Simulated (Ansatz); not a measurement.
# HSiC, quartet along the distance Si1-H3

Starting geometry (PBE0/def2-TZVP stationary point for this spin, not checked as a minimum):

```yaml
atoms:
  - { symbol: Si, position_ang: [0.0000, -0.0832, 0.5272] }
  - { symbol: C, position_ang: [0.0000, 0.0762, -1.3058] }
  - { symbol: H, position_ang: [0.0000, 1.4109, 0.8685] }
```

From there H3 moves along the line of the two atoms named below, all else staying in place; atoms are numbered as listed. Energies are in eV, counted from the starting geometry at the same level. Kohn–Sham curves are unrestricted where that lies lower.

Basis 6-31G; Ansatz 0.2.0. Only valence electrons are correlated (noble-gas cores frozen).

Unrestricted Kohn–Sham rows aren't spin-pure: their determinants' ⟨S²⟩ exceeds S(S+1) by up to 0.37, so they mix in states of higher spin. A value is left out where its run failed or describes another state than the reference as far as symmetry and spin tell, or, spin-broken singlets apart, can't be checked.

In so small a basis the reference is far from its limit while semilocal and hybrid functionals are nearer theirs (RPA and double hybrids share much of the reference's basis error), so the functionals' errors here hold much of the reference's basis and frozen-core error, which can add to them or hide them.

Full CI is exact within this basis and frozen core; it isn't the basis-set limit.

```json
{"distance Si1-H3 (Å)": "1.232", "full CI": "1.281", "PBE": "1.287", "BLYP": "1.262", "r2SCAN": "1.235", "B97M-V": "1.204", "PBE0": "1.238", "B3LYP": "1.219", "wB97M-V": "1.202", "B2PLYP": "1.215", "RPA-PBE": "1.298"}
{"distance Si1-H3 (Å)": "1.345", "full CI": "0.474", "PBE": "0.480", "BLYP": "0.469", "r2SCAN": "0.446", "B97M-V": "0.435", "PBE0": "0.445", "B3LYP": "0.439", "wB97M-V": "0.424", "B2PLYP": "0.434", "RPA-PBE": "0.486"}
{"distance Si1-H3 (Å)": "1.533", "full CI": "0.000", "PBE": "0.000", "BLYP": "0.000", "r2SCAN": "0.000", "B97M-V": "0.000", "PBE0": "0.000", "B3LYP": "0.000", "wB97M-V": "0.000", "B2PLYP": "0.000", "RPA-PBE": "0.000"}
{"distance Si1-H3 (Å)": "1.669", "full CI": "0.016", "PBE": "0.015", "BLYP": "0.013", "r2SCAN": "0.039", "B97M-V": "0.034", "PBE0": "0.046", "B3LYP": "0.041", "wB97M-V": "0.058", "B2PLYP": "0.048", "RPA-PBE": "0.009"}
{"distance Si1-H3 (Å)": "1.855", "full CI": "0.246", "PBE": "0.255", "BLYP": "0.242", "r2SCAN": "0.310", "B97M-V": "0.299", "PBE0": "0.333", "B3LYP": "0.312", "wB97M-V": "0.360", "B2PLYP": "0.331", "RPA-PBE": "0.236"}
{"distance Si1-H3 (Å)": "2.117", "full CI": "0.672", "PBE": "0.729", "BLYP": "0.684", "r2SCAN": "0.810", "B97M-V": "0.817", "PBE0": "0.868", "B3LYP": "0.815", "wB97M-V": "0.927", "B2PLYP": "0.845", "RPA-PBE": "0.678"}
{"distance Si1-H3 (Å)": "2.418", "full CI": "1.056", "PBE": "1.198", "BLYP": "1.112", "r2SCAN": "1.264", "B97M-V": "1.355", "PBE0": "1.371", "B3LYP": "1.289", "wB97M-V": "1.473", "B2PLYP": "1.298", "RPA-PBE": "1.096"}
{"distance Si1-H3 (Å)": "2.818", "full CI": "1.257", "PBE": "1.517", "BLYP": "1.424", "r2SCAN": "1.597", "B97M-V": "1.744", "PBE0": "1.696", "B3LYP": "1.618", "wB97M-V": "1.796", "B2PLYP": "1.568", "RPA-PBE": "1.294"}
{"distance Si1-H3 (Å)": "3.335", "full CI": "1.281", "PBE": "1.620", "BLYP": "1.564", "r2SCAN": "1.786", "B97M-V": "1.899", "PBE0": "1.814", "B3LYP": "1.763", "wB97M-V": "1.901", "B2PLYP": "1.669", "RPA-PBE": "1.265"}
{"distance Si1-H3 (Å)": "4.087", "full CI": "1.274", "PBE": "1.641", "BLYP": "1.603", "r2SCAN": "1.869", "B97M-V": "–", "PBE0": "1.845", "B3LYP": "1.808", "wB97M-V": "1.921", "B2PLYP": "1.699", "RPA-PBE": "1.241"}
{"distance Si1-H3 (Å)": "5.103", "full CI": "1.274", "PBE": "1.651", "BLYP": "1.611", "r2SCAN": "1.890", "B97M-V": "1.924", "PBE0": "1.854", "B3LYP": "1.819", "wB97M-V": "1.929", "B2PLYP": "1.707", "RPA-PBE": "1.238"}
```

BLYP at 5.103 Å lies 0.337 eV (26 %) above the reference in this basis. PBE at 5.103 Å lies 0.377 eV (30 %) above the reference in this basis. B2PLYP at 5.103 Å lies 0.433 eV (34 %) above the reference in this basis. B97M-V at 5.103 Å lies 0.650 eV (51 %) above the reference in this basis.
